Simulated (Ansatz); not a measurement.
## doublet CS2(+): levels of theory in one basis

```csv
atom,x (Å),y (Å),z (Å)
S,0.0000,-0.0001,-1.6816
C,0.0000,0.0001,0.0000
S,0.0000,-0.0001,1.6816
```

Basis set: def2-SVP (spherical functions). Frozen core: 11 orbitals. Correlation on ROHF uses semicanonical orbitals with singles. Charge 1, multiplicity 2.

Computed with Ansatz (development build ahead of 0.2.0); each method stands on the lowest determinant of its kind that the runs found.

| method | E − E(ROHF) (eV) | <S²> of the determinant |
| --- | --- | --- |
| ROHF | 0.00 | 0.75 |
| UHF | -1.02 | 1.23 |
| ROHF-MP2 | -10.52 | – |
| UHF-MP2 | -9.93 | 1.23 |
| ROHF-CCSD(T) | -11.89 | – |
| UHF-CCSD(T) | -11.86 | 1.23 |

Task: Is a single determinant a sound starting point here?

Result: It is doubtful. Unrestricted orbitals lower Hartree–Fock by 1.02 eV and <S²> is 1.23 where a pure state has 0.75, a sign of strong static correlation.

Caution for ROHF, ROHF-MP2, ROHF-CCSD(T): an unrestricted determinant lies well below; the determinant may break the point group. Caution for UHF, UHF-MP2, UHF-CCSD(T): the unrestricted determinant is spin contaminated. Caution for ROHF-MP2, UHF-MP2: MP2 on this radical cation hangs on the determinant chosen.
